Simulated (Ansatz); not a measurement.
Rock-salt CdO was calculated with HSE06 (Ansatz, a first-principles code, PAW).

The same calculation (at the measured cell, 12.945 Å³/atom) with different numerical settings:

| run | k mesh | gap on the mesh (eV) | total energy (eV/atom) |
|---|---|---|---|
| 1 | 4×4×4 | 0.938 | -4412.4315 |
| 2 | 6×6×6 | 0.919 | -4412.4429 |
| 3 | 8×8×8 | 0.915 | -4412.4436 |
| 4 | 10×10×10 | 0.915 | -4412.4437 |
| 5 | 12×12×12 | 0.914 | -4412.4437 |

In the column total energy (eV/atom) the first row differs from the last by +0.0122 and the next to last by 0.0000.

The last row is no converged limit: other settings stay fixed.

Spin–orbit coupling is not included.
